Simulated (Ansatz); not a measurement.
in.yaml

```yaml
crystal:
  periodic: [false, false, false]
  atoms:
    - {symbol: C, position_ang: [0.000000, 0.000000, 0.027600]}
    - {symbol: Ge, position_ang: [0.000000, 0.000000, -1.740100]}
    - {symbol: Si, position_ang: [0.000000, 0.000000, 1.712500]}
basis:
  gaussian: {orbitals: cc-pVTZ}
magnetization: {spin_polarized: false}
correlation: {method: bccd_t, electrons: outside_noble_gas}
```

```sh
$ ansatz run in.yaml --threads 1 --pin off --events-out ev --progress --plain --max-ram 4096MiB --backend cpu
```

Output:

```
677 factors; integrals over basis functions are off by at most 1.4e-3 eV
mean field evaluation 1: about -65360.8263 eV, gradient 4.0e1 eV
mean field evaluation 2: about -65360.9225 eV, gradient 4.0e1 eV
mean field evaluation 4: about -65365.1513 eV, gradient 3.5e0 eV
mean field evaluation 8: about -65365.2094 eV, gradient 2.5e-1 eV
mean field evaluation 16: about -65361.5029 eV, gradient 3.5e1 eV
mean field evaluation 32: about -65358.2674 eV, gradient 8.0e-3 eV
mean field -65365.20966016 eV, -2402.1271488805 hartree, gradient 3.6e-6 eV, S^2 0.000000; 0 other end points of the search recorded, 0 dependent functions left out
20 core orbitals not correlated: weight in the atoms' cores, before any rotation towards them, 0.999 or more for the frozen orbitals, at most 0.001 for the correlated occupied ones
reference -65365.20966016 eV, -2402.1271488805 hartree; 6, 6 occupied and 81, 81 virtual orbitals, 677 factors
second order -9.04422553 eV of doubles, -0.00000000 eV of singles
cycle   1  -8.93467713 eV  change    1.1e-1 eV  update   1.2e-1
cycle   2  -9.30909246 eV  change   -3.7e-1 eV  update   4.0e-2
cycle   3  -9.39154218 eV  change   -8.2e-2 eV  update   1.9e-2
cycle   4  -9.38356668 eV  change    8.0e-3 eV  update   6.7e-3
cycle   5  -9.38140522 eV  change    2.2e-3 eV  update   2.0e-3
cycle   6  -9.38196245 eV  change   -5.6e-4 eV  update   5.9e-4
cycle   7  -9.38168010 eV  change    2.8e-4 eV  update   2.4e-4
cycle   8  -9.38162174 eV  change    5.8e-5 eV  update   9.9e-5
cycle   9  -9.38161059 eV  change    1.1e-5 eV  update   4.0e-5
cycle  10  -9.38160868 eV  change    1.9e-6 eV  update   9.9e-6
perturbative correction -0.75067665 eV, -0.0275868580 hartree
Total energy: -65375.34194549 eV, -2402.4995034984 hartree
```

Ran on 1 thread of AMD EPYC 7R13, shared host: 3.8 s wall, 0.34 GiB peak host memory.
